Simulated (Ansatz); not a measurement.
A nudged elastic band was laid between two geometries of C$_{2}$H$_{3}$Si (6 atoms, charge 0, multiplicity 2).

These are results of UKS PBE0/6-31G* (Ansatz 0.2.0), not measurements.

```json
{
 "movable images": "7",
 "climbing image": "yes",
 "spring": "5.0 eV/Å²",
 "optimiser": "quadratic models (default)",
 "start path": "through a guess of the saddle point",
 "force threshold": "0.05 eV/Å",
 "iteration limit": "60",
 "end points": "relaxed"
}
```

Image 0:

```xyz
6
Properties=species:S:1:pos:R:3
C -0.659 -1.595 -0.218
C -0.265 -0.451 -0.081
Si 0.154 1.298 0.084
H -0.977 -2.609 -0.333
H 1.167 1.720 -0.921
H 0.579 1.636 1.469
```

Image 8:

```xyz
6
Properties=species:S:1:pos:R:3
C -0.452 -1.299 -0.340
C -0.115 -0.089 -0.141
Si -0.395 1.704 0.375
H -0.678 -2.329 -0.511
H 0.806 0.329 -0.670
H 0.833 1.684 1.288
```

(1) Which bonds break or form, and what moves?

(2) What energy profile does the band end with?

(3) What is the geometry of the highest image?

(4) What are the harmonic wavenumbers there?

The band took 10 iterations and about 4 core-minutes.

## Answers

(1) Bonds broken: Si3–H5. Bonds formed: C2–H5.

(2) The forces met the threshold. The highest image is number 6 of 0 to 8, 46.8 kcal/mol above the first end and 6.5 kcal/mol above the last; the last end lies 40.3 kcal/mol above the first. A vibrational analysis at the climbing image gives one clearly imaginary mode, 1260i cm⁻¹: a first-order saddle point.

```tsv
image	path coordinate (Å)	energy (kcal/mol)	Si3–H5 (Å)	C2–H5 (Å)
0	0.00	0.0	1.49	2.73
1	0.29	0.7	1.49	2.66
2	0.59	2.9	1.49	2.57
3	0.88	7.2	1.48	2.42
4	1.17	16.8	1.48	2.14
5	1.46	34.0	1.52	1.81
6	1.76	46.8	1.64	1.47
7	2.09	41.2	1.90	1.19
8	2.42	40.3	2.10	1.14
```

(3) 
```xyz
6
Properties=species:S:1:pos:R:3
C -0.499 -1.332 -0.270
C -0.303 -0.128 0.005
Si -0.052 1.692 0.138
H -0.620 -2.367 -0.510
H 0.724 0.579 -0.782
H 0.750 1.556 1.419
```

(4) 1260i, 262, 351, 441, 598, 614, 760, 804, 1696, 1861, 2101, 3474 cm⁻¹.

The run took 3.7 min on 1 thread of Intel(R) Xeon(R) Processor @ 2.70GHz (shared host), peak memory 0.14 GiB.
